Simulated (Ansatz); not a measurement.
Complex (SMILES): O (H2O) with FCl (F-Cl), atoms 1 to 3 the first; geometry from NCB31 set, monomers rigid:
```xyz
5

O      2.2398     0.0000    -0.0882
H      2.6009     0.7620     0.3771
H      2.6011    -0.7617     0.3772
Cl    -0.3159    -0.0001    -0.0169
F     -1.9723     0.0001     0.0266
```

Basis-set convergence of the counterpoise-corrected interaction energy at HF with Ansatz (a program for electronic structure). Cartesian d functions, on some or all atoms, in 6-31G*, 6-31+G*, 6-311G**, 6-311+G**; all else is spherical. No added dispersion term, no relativity. Functions are those of the species that has most. Reference: the value in aug-pcseg-3, -3.07 kcal/mol, itself unsure by roughly 0.01 kcal/mol (its mean distance from aug-cc-pV(Q+d)Z, def2-QZVPPD). Deviations are taken from unrounded values.

```
basis            functions  counterpoise-corrected interaction energy (kcal/mol)
---------------  ---------  ----------------------------------------------------
6-31G*                  53                                                 -4.24
6-31+G*                 65                                                 -3.85
def2-SVP                56                                                 -4.33
def2-SVPD               89                                                 -3.50
pcseg-1                 56                                                 -4.24
aug-pcseg-1             91                                                 -3.18
cc-pV(D+d)Z             61                                                 -4.43
aug-cc-pV(D+d)Z         96                                                 -3.28
6-311G**                75                                                 -4.37
6-311+G**               87                                                 -3.53
def2-TZVP              111                                                 -3.37
def2-TZVPD             144                                                 -3.07
pcseg-2                122                                                 -3.03
aug-pcseg-2            188                                                 -3.01
cc-pV(T+d)Z            127                                                 -3.40
aug-cc-pV(T+d)Z        193                                                 -3.02
def2-TZVPP             132                                                 -3.25
def2-TZVPPD            165                                                 -3.04
cc-pV(Q+d)Z            234                                                 -3.17
aug-cc-pV(Q+d)Z        341                                                 -3.06
def2-QZVPP             244                                                 -3.08
def2-QZVPPD            277                                                 -3.05
pcseg-3                250                                                 -3.04
aug-pcseg-3            357                                                 -3.07
```

What the diffuse functions change, pair by pair:
- 6-31G* to 6-31+G*: 12 more functions, deviation -1.18 to -0.79 kcal/mol
- def2-SVP to def2-SVPD: 33 more functions, deviation -1.27 to -0.43 kcal/mol
- pcseg-1 to aug-pcseg-1: 35 more functions, deviation -1.17 to -0.11 kcal/mol
- cc-pV(D+d)Z to aug-cc-pV(D+d)Z: 35 more functions, deviation -1.36 to -0.21 kcal/mol
- 6-311G** to 6-311+G**: 12 more functions, deviation -1.30 to -0.46 kcal/mol
- def2-TZVP to def2-TZVPD: 33 more functions, deviation -0.31 to 0.00 kcal/mol
- pcseg-2 to aug-pcseg-2: 66 more functions, deviation 0.04 to 0.06 kcal/mol
- cc-pV(T+d)Z to aug-cc-pV(T+d)Z: 66 more functions, deviation -0.34 to 0.05 kcal/mol
- def2-TZVPP to def2-TZVPPD: 33 more functions, deviation -0.18 to 0.03 kcal/mol
- cc-pV(Q+d)Z to aug-cc-pV(Q+d)Z: 107 more functions, deviation -0.11 to 0.01 kcal/mol
- def2-QZVPP to def2-QZVPPD: 33 more functions, deviation -0.01 to 0.02 kcal/mol
- pcseg-3 to aug-pcseg-3: 107 more functions, deviation 0.03 to 0.00 kcal/mol

Leaving out the reference's own pair, they bring the value nearer the reference by more than 0.01 kcal/mol in 9 of 11 pairs.
